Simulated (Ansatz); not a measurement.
# [BH4]− (SMILES [H][B-]([H])([H])[H]) at 6 levels

Wanted: a comparison of 6 runs (UHF/3-21G, UHF/6-31G, CAM-B3LYP/6-31G, UPBE/6-31G, UCCSD(T)/6-31G, FCI/6-31G) of [BH4]−. 

The calculation is run with Ansatz 0.2.0.

## (1) Starting point

The species is [BH4]− (5 atoms), meant as a singlet with charge -1. SMILES: `[H][B-]([H])([H])[H]`. The H3–B1 distance was set to 1.536 Å, away from the relaxed value.

Bond lengths: B1–H2 1.229 Å, B1–H4 1.229 Å, B1–H5 1.229 Å. Angles: H2–B1–H4 109.5°, H2–B1–H5 109.5°, H4–B1–H5 109.5°.

## (2) The energy at UHF/3-21G (run 1)

File molecule.yaml:

```yaml
crystal:
  periodic: [false, false, false]
  atoms:
    - {symbol: B, position_ang: [-0.288635, -0.003197, 0.105130]}
    - {symbol: H, position_ang: [-0.276755, -0.023587, 1.334300]}
    - {symbol: H, position_ang: [1.154650, 0.011840, -0.420810]}
    - {symbol: H, position_ang: [-0.876235, 1.004803, -0.282380]}
    - {symbol: H, position_ang: [-0.867565, -1.001887, -0.315510]}
basis:
  gaussian: {orbitals: 3-21G.json}
total_charge: -1
magnetization: {spin_polarized: true}
hamiltonian: {xc: hf}
accuracy: high
```

The basis set 3-21G is read from a file made from the Basis Set Exchange's data (not shown).

The run is started by

```console
ansatz run molecule.yaml --threads 1 --pin off --max-ram 2610MiB --events-out events.jsonl --progress --plain --runs-dir runs
```

Log:

```text
Warning: RAYON_NUM_THREADS=1 ignored (pool sized by the plan → 1); use --threads N
Functional definition: HF
  name "HF"
  exchange = exact_x
  correlation = 0
342 factors; integrals over basis functions are off by at most 7.2e-9 eV
mean field evaluation 1: about -728.6072 eV, gradient 7.5e0 eV
mean field evaluation 2: about -728.5982 eV, gradient 7.5e0 eV
mean field evaluation 4: about -729.1116 eV, gradient 4.4e-1 eV
mean field evaluation 8: about -729.1129 eV, gradient 3.6e-5 eV
mean field -729.11291263 eV, -26.7944053288 hartree, gradient 6.4e-8 eV, S^2 0.000000; 0 other end points of the search recorded, 0 dependent functions left out
reference -729.11291263 eV, -26.7944053288 hartree; 5, 5 occupied and 12, 12 virtual orbitals, 342 factors
Total energy: -729.11291263 eV, -26.7944053288 hartree
```

Wall time 0.08 s (1 thread of Arm Neoverse V2, shared host).

## (3) The energy at UHF/6-31G (run 2)

File input.yaml:

```yaml
crystal:
  periodic: [false, false, false]
  atoms:
    - {symbol: B, position_ang: [-0.288635, -0.003197, 0.105130]}
    - {symbol: H, position_ang: [-0.276755, -0.023587, 1.334300]}
    - {symbol: H, position_ang: [1.154650, 0.011840, -0.420810]}
    - {symbol: H, position_ang: [-0.876235, 1.004803, -0.282380]}
    - {symbol: H, position_ang: [-0.867565, -1.001887, -0.315510]}
basis:
  gaussian:
    orbitals: 6-31G
total_charge: -1
magnetization:
  spin_polarized: true
hamiltonian:
  xc: hf
accuracy: high
```

The run is started by

```console
ansatz run input.yaml --threads 1 --pin off --max-ram 2610MiB --events-out events.jsonl --progress --plain --runs-dir runs
```

Log:

```text
Warning: RAYON_NUM_THREADS=1 ignored (pool sized by the plan → 1); use --threads N
[... 4 set-up lines as earlier in the session ...]
414 factors; integrals over basis functions are off by at most 2.4e-9 eV
mean field evaluation 1: about -732.3331 eV, gradient 7.8e0 eV
mean field evaluation 2: about -732.3305 eV, gradient 7.8e0 eV
mean field evaluation 4: about -732.9119 eV, gradient 5.2e-1 eV
mean field evaluation 8: about -732.9143 eV, gradient 2.1e-7 eV
mean field -732.91429606 eV, -26.9341035929 hartree, gradient 5.1e-8 eV, S^2 0.000000; 0 other end points of the search recorded, 0 dependent functions left out
reference -732.91429606 eV, -26.9341035929 hartree; 5, 5 occupied and 12, 12 virtual orbitals, 414 factors
Total energy: -732.91429606 eV, -26.9341035929 hartree
```

It took 0.1 s on 1 thread of Arm Neoverse V2, shared host.

Runs 3 to 5 aren't shown in full; the table further down has their settings and results.

## (4) The energy at FCI/6-31G (run 6)

File input.yaml:

```yaml
crystal:
  periodic: [false, false, false]
  atoms:
    - symbol: B
      position_ang: [-0.288635, -0.003197, 0.105130]
    - symbol: H
      position_ang: [-0.276755, -0.023587, 1.334300]
    - symbol: H
      position_ang: [1.154650, 0.011840, -0.420810]
    - symbol: H
      position_ang: [-0.876235, 1.004803, -0.282380]
    - symbol: H
      position_ang: [-0.867565, -1.001887, -0.315510]
basis:
  gaussian:
    orbitals: 6-31G
total_charge: -1
correlation:
  method: fci
  frozen_orbitals: {B: 1, H: 0}
accuracy: high
```

The run is started by

```console
ansatz run input.yaml --threads 1 --pin off --max-ram 2610MiB --events-out events.jsonl --progress --plain --runs-dir runs
```

Log:

```text
Warning: RAYON_NUM_THREADS=1 ignored (pool sized by the plan → 1); use --threads N
[... 4 set-up lines as earlier in the session ...]
414 factors; integrals over basis functions are off by at most 2.4e-9 eV
mean field evaluation 1: about -732.3331 eV, gradient 1.1e1 eV
mean field evaluation 2: about -732.3305 eV, gradient 1.1e1 eV
mean field evaluation 4: about -732.9119 eV, gradient 7.3e-1 eV
mean field evaluation 8: about -732.9143 eV, gradient 2.2e-7 eV
mean field -732.91429606 eV, -26.9341035929 hartree, gradient 7.2e-8 eV, S^2 0.000000; 0 other end points of the search recorded, 0 dependent functions left out
1 core orbitals not correlated: weight in the atoms' cores, before any rotation towards them, 1.000 or more for the frozen orbitals, at most 0.000 for the correlated occupied ones
reference -732.91429606 eV, -26.9341035929 hartree; 4, 4 occupied and 12, 12 virtual orbitals, 414 factors
state -735.68410665 eV, -27.0358922547 hartree
Total energy: -735.68410665 eV, -27.0358922547 hartree
```

It took 11 s on 1 thread of Arm Neoverse V2, shared host; peak memory 0.32 GiB.

## (5) The series

```
run            level  frozen core orbitals  energy (Eh)  wall time
  1        UHF/3-21G                     –   -26.794405     0.08 s
  2        UHF/6-31G                     –   -26.934104      0.1 s
  3  CAM-B3LYP/6-31G                     –   -27.187061     0.66 s
  4       UPBE/6-31G                     –   -27.152719     0.89 s
  5   UCCSD(T)/6-31G                     1   -27.035538      0.2 s
  6        FCI/6-31G                     1   -27.035892       11 s
```

## (6) Outcome

| quantity | value |
| --- | --- |
| run 6: total energy | -27.03589 Eh |
| run 6: correlation energy (1 core orbital frozen) | -101.8 mEh |

**Reading.** Against full CI in this basis: UHF +101.8 mEh; UCCSD(T) +0.4 mEh. Totals of different functionals can't be ranked against each other. All runs together took 12 s, the longest 11 s.
